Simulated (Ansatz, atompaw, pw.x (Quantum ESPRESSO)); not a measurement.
# technetium: does the PAW (atompaw) potential hold in the solid?

atompaw 4.2.0.5 input, output lines left out:

```
Tc 43
LDA-PW scalarrelativistic loggrid 1500 logderivrange -7 5 301
5 5 4 0 0 0
5 1 0
4 2 5
0 0 0
c
c
c
v
v
c
c
v
v
c
v
2
3.02 2.34 2.46 2.40
n
n
y
4
n
custom rrkj vanderbiltortho sinc
bessel
2.40
3.02
2.34
3.02
1.96
1.96
```

Crystal test: sc Tc in pw.x 7.5, no spin, 13³ k-points, Fermi–Dirac smearing 0.01 Ry, cutoffs 55/550 Ry. The reference is all-electron LAPW (Ansatz 0.2.0) with the same functional, mesh and smearing; V0 and B0 come from Birch–Murnaghan fits to the pressures at five volumes. Errors are pseudo minus all-electron; Δ is the rms difference of the E(V) curves that follow from these fits, minima aligned, over ±6 % about the mean V0. Mesh and smearing are coarse, so the numbers serve the comparison and aren't converged zero-temperature values; the lattice is a test structure that the element need not adopt.

```json
{"V (Å³/atom)": "14.665", "P all-electron (GPa)": "14.53", "P pseudo (GPa)": "42.90"}
{"V (Å³/atom)": "15.051", "P all-electron (GPa)": "6.67", "P pseudo (GPa)": "31.68"}
{"V (Å³/atom)": "15.437", "P all-electron (GPa)": "-0.20", "P pseudo (GPa)": "21.91"}
{"V (Å³/atom)": "15.823", "P all-electron (GPa)": "-6.19", "P pseudo (GPa)": "13.47"}
{"V (Å³/atom)": "16.209", "P all-electron (GPa)": "-11.42", "P pseudo (GPa)": "6.05"}
```

All-electron: a0 = 2.489 Å (V0 = 15.42 Å³/atom), B0 = 257.1 GPa.

Pseudopotential: mean pressure error (GPa): +22.52. The pressure does not cross zero within the volumes sampled, so no fit is given. The largest radius (3.02 bohr) exceeds half the bond length (2.35 bohr), so the spheres overlap, which is one possible source of error among others. This is a poor potential for the solid.

Question: At the middle volume, how do free energy and pressure move when the wave cutoff is lowered (ecutrho held at 550 Ry)?

Answer:

```csv
cutoff (Ry),shift of F (meV/atom),shift of P (GPa)
25,+122.6,-7.65
33,+47.0,-0.51
44,+3.6,-0.23
```

The run at the middle volume (84 k-points, 9 iterations) took about 9.3 s on one core of a shared host (AMD EPYC 9R45, 192 threads, 1484 GiB, load 151).
